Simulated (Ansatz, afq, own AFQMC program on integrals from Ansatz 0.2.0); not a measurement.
BClF, doublet in def2-TZVP, levels against AFQMC with the constraint released

```yaml
atoms:
  - { symbol: F, position_ang: [1.2556, 0.2618, -0.4349] }
  - { symbol: B, position_ang: [0.0889, -0.0609, 0.0437] }
  - { symbol: Cl, position_ang: [-1.3937, 0.5753, -0.6120] }
```

Connectivity, by distances: F–B–Cl.

Basis def2-TZVP. Only valence electrons are correlated. AFQMC by an in-house program on the Cholesky factors that Ansatz 0.2.0 writes for its CCSD(T) run. ph-AFQMC/CISD is guided by a CISD state made of CCSD amplitudes; releasing the constraint for a short imaginary time cuts its bias at the price of noise, slowly where states lie close. Error bars are statistical, one sigma.

Determinant: UHF, the one that the program's search chose, which needn't be the lowest solution. The geometry is a PBE0/def2-SVP stationary point of this or a neighbouring charge and spin state.

No full CI on the walks' own integrals is used here. The released AFQMC energy serves as the reference, which it does only where one determinant dominates, the energy is flat over the last release times and near the phaseless one (40 meV or 2 meV an electron, half that with transition metals). On small molecules, where full CI could be run and the noise was under 10 meV, such values lay within 10 meV of it in 19 cases of 20, a flattering rate, since the rule was set on those same cases; what remains of the bias isn't in the error bar.

Cautions: the released value is read at 1.50 1/Eh with a noise of 12 meV, more than in the cases checked (meV from the phaseless value at times in 1/Eh: -6 ± 6 at 0.24, -17 ± 8 at 0.51, -18 ± 16 at 0.99, -4 ± 12 at 1.50).

```
T1 diagnostic                               : 0.0153
weight of the determinant in the CISD state : 0.859
⟨S²⟩ of the determinant                     : 0.754
size of the correlated space                : 17 electrons in 92 orbitals
```

Reference: AFQMC with the constraint released, correlation energy -14.785 ± 0.012 eV.

```
        level  E − E(reference) (meV)  share of correlation (%)
           HF          14785.1 ± 11.9                      0.00
          MP2           1122.2 ± 11.9                     92.41
         CCSD            566.7 ± 11.9                     96.17
      CCSD(T)             35.2 ± 11.9                     99.76
ph-AFQMC/CISD              4.0 ± 13.5                     99.97
```

A walk keeps the symmetry of its determinant, which the program's search chose and which needn't be the lowest solution, so a lower state of the same spin and another symmetry isn't excluded. Released energies are given only where the last usable release times agree within the noise; a slower fall can still hide under it.
